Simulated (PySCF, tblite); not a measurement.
**C2H3FO2, a complex of two parts: NMR shifts, interaction energy, infrared bands, spin-spin couplings and core binding energies**

Aim: the NMR shifts, interaction energy, infrared bands, spin-spin couplings and core binding energies of `O=C=O` with `CF`.

Computed with tblite 0.8.0 and PySCF 2.14.0; each step states its level. No surroundings beyond the atoms listed, unless a continuum is named. Atoms count from 0, parts from 1.

### Step 1. Starting point

8 atoms, charge 0, multiplicity 1; geometry: rigid parts in contact. Parts: 1 = atoms 0–2, `O=C=O`, charge 0; 2 = atoms 3–7, `CF`, charge 0.

### Step 2. Search for minima with GFN2-xTB

What the job is given:

```
{"job": {"kind": "dock", "xc": "GFN2-xTB", "basis": "xTB"}, "charge": 0, "multiplicity": 1, "parts": [{"atoms": "0-2", "charge": 0, "multiplicity": 1}, {"atoms": "3-7", "charge": 0, "multiplicity": 1}]}
O     -1.136986    -0.122930     0.002036
C     -0.000005     0.000049    -0.000032
O      1.136991     0.122881    -0.002004
C      0.971439    -1.259821    -2.810774
F     -0.157143    -0.517648    -2.619592
H      0.682317    -2.200298    -3.281149
H      1.428340    -1.437745    -1.836698
H      1.643443    -0.693518    -3.456683
```

With the program's defaults for keys left out, this is: GFN2-xTB search for minima from random contacts, gas phase.

Command:

```
> OMP_NUM_THREADS=1 python cluster_run.py task.json out
```

The driver reads the jobs from task.json and runs them one after another.

**Question.** The jobs that follow are: PBE0-D3(BJ)/def2-SVPD geometry optimisation, gas phase; GIAO PBE0/pcSseg-2 NMR shielding, non-relativistic, gas phase; wB97M-D3(BJ)/def2-TZVPD interaction energy, counterpoise and uncorrected, gas phase; PBE0-D3(BJ)/def2-TZVPD interaction energy, counterpoise and uncorrected, gas phase; PBE0-D3(BJ)/def2-SVPD harmonic vibrations by differences of gradients, gas phase; B3LYP/pcJ-1 indirect spin-spin coupling, non-relativistic, gas phase; delta-SCF UKS SCAN, pcX-2 on the ionised atom, pcseg-1 elsewhere, spin-free X2C. Predict: binding energy (GFN2-xTB); point group; rotational constants (main isotopes); shieldings of C, H, O, F (PBE0/pcSseg-2); largest proton shift on binding; interaction energy, counterpoise (wB97M-D3(BJ)/def2-TZVPD); superposition error; binding energy (with deformation); strongest single infrared mode (PBE0-D3(BJ)/def2-SVPD); largest coupling of the table (B3LYP/pcJ-1); O1s binding energies, SCAN/pcX-2 (standing for 1 of 2 atoms); C1s binding energies, SCAN/pcX-2 (standing for 1 of 2 atoms); F1s binding energies, SCAN/pcX-2.

The runs gave:

| quantity | value |
| --- | --- |
| binding energy (GFN2-xTB) | -2.01 kcal/mol |
| point group | C1 |
| rotational constants (main isotopes) | 9.72, 2.43, 1.97 GHz |
| shieldings of C, H, O, F (PBE0/pcSseg-2) | C1 51.3, C3 108.6, H6 26.8, H5 27.0, H7 27.0, O0 208.8, O2 213.5, F4 462.5 ppm |
| largest proton shift on binding | H6, +0.20 ppm |
| interaction energy, counterpoise (wB97M-D3(BJ)/def2-TZVPD) | -2.17 kcal/mol |
| superposition error | 0.05 kcal/mol |
| binding energy (with deformation) | -2.18 kcal/mol |
| strongest single infrared mode (PBE0-D3(BJ)/def2-SVPD) | 2502 cm⁻¹ |
| largest coupling of the table (B3LYP/pcJ-1) | ¹J(C,F) C3–F4, -224.7 Hz |
| O1s binding energies, SCAN/pcX-2 (standing for 1 of 2 atoms) | O0 540.87 eV |
| C1s binding energies, SCAN/pcX-2 (standing for 1 of 2 atoms) | C1 297.16 eV |
| F1s binding energies, SCAN/pcX-2 | F4 692.89 eV |
| range of the interaction energy over the runs of this table | -2.17 to -2.10 kcal/mol |

**Reading.** In the structure that the search hands on, at its xTB geometry, the leading contact, judged by the atoms' radii, is C1···F4 (inside the van der Waals sum, 2.80 Å). A later relaxation moves these distances. The start of the PBE0/def2-SVPD relaxation was shaken at random by about 0.01 Å, so part of the energy gained, and of the first lengths quoted, undoes that. Relaxing lowered the energy by 0.232 eV in 6 steps; the close pair that moved most is O0–C1, from 1.111 to 1.158 Å. Hydrogens of an XH3 group are listed apart at this fixed geometry; free rotation makes them one line at their mean. At PBE0/pcSseg-2: Shielding is most anisotropic at C1 (span 351 ppm, paramagnetic term -216 ppm). On binding (GIAO PBE0/pcSseg-2 NMR shielding, non-relativistic, gas phase), H6 moves most among the protons, 0.20 ppm downfield. A part with a negative deformation was relaxed at another level. No mode is imaginary at PBE0-D3(BJ)/def2-SVPD; the softest lies at 47 cm⁻¹. The interaction energy runs from -2.17 (wB97M-D3(BJ)/def2-TZVPD) to -2.10 kcal/mol (PBE0-D3(BJ)/def2-TZVPD).
